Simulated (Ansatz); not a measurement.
# BPHCl+ (doublet): wave-function methods side by side, cc-pVDZ

One table from this session's results is given with a row withheld; the runs are named, their logs left out.

The runs use Ansatz 0.2.0, Gaussian basis; cc-pVDZ, core rule «outside noble gas», up to 11 orbitals frozen.

Plan: UHF; CCSD(T) on ROHF; CCSD(T) on UHF; BCCD(T) on ROHF; CISD; CCSDT(Q) on ROHF; CCSDT(Q) on UHF.

9 further runs of the same task are left out: 4 that didn't finish, 5 set aside as unsound or not needed.

### The system

The geometry is a PBE0/def2-TZVP stationary point (not a proven minimum) of the parent state, kept for this charge and spin.

4 atoms, charge 1, spin multiplicity 2.

Atoms are counted from 1 here; the program's logs count them from 0.

Bond lengths: Cl1–B2 1.691 Å, B2–P3 1.706 Å, P3–H4 1.481 Å. Angles: Cl1–B2–P3 176.9°, B2–P3–H4 61.1°.

The first run:

The input, in.yaml:

```yaml
crystal:
  periodic: [false, false, false]
  atoms:
    - {symbol: Cl, position_ang: [-0.000015, -0.280763, 1.937572]}
    - {symbol: B, position_ang: [0.000032, -0.350509, 0.247624]}
    - {symbol: P, position_ang: [-0.000016, -0.328377, -1.458560]}
    - {symbol: H, position_ang: [-0.000001, 0.959649, -0.726635]}
basis:
  gaussian: {orbitals: cc-pVDZ}
total_charge: 1
magnetization: {spin_polarized: true, initial_magnetization: 1}
hamiltonian: {xc: hf}
output: {orbitals: {seedname: orbitals}}
```

The run is started by

```
> ansatz run in.yaml --threads 1 --pin off --events-out ev --progress --plain --max-ram 2393MiB
```

Steps of the session up to this table: UHF; CCSD(T) on ROHF; CCSD(T) on UHF; BCCD(T) on ROHF; CISD; CCSDT(Q) on ROHF; CCSDT(Q) on UHF.

One of the session's tables, all rows but one given; the rest of the session is left out.

| method | from UCCSDT(Q) (meV) |
| --- | --- |
| ROHF | +9582.6 |
| UHF | +9489.3 |
| RMP2 | +1358.1 |
| UMP2 | ? |
| CISD | +1392.6 |
| RCCSD | +406.0 |
| UCCSD | +403.6 |
| RCCSD(T) | +60.5 |
| UCCSD(T) | +60.8 |
| BCCD(T) | +57.4 |
| RCCSDT | +23.4 |
| UCCSDT | +23.1 |
| RCCSDT(Q) | +4.6 |
| UCCSDT(Q) | 0 |

Estimate the missing values for UMP2.

**Answer.** from UCCSDT(Q) (meV): +1374.0. In the column «from UCCSDT(Q) (meV)» it lies between RMP2 (+1358.1) and CISD (+1392.6).

To keep in mind: Restricted and unrestricted rows rest on different reference determinants; where their highest levels disagree by more than a few hundredths of an eV, they describe different states and don't form one ladder.
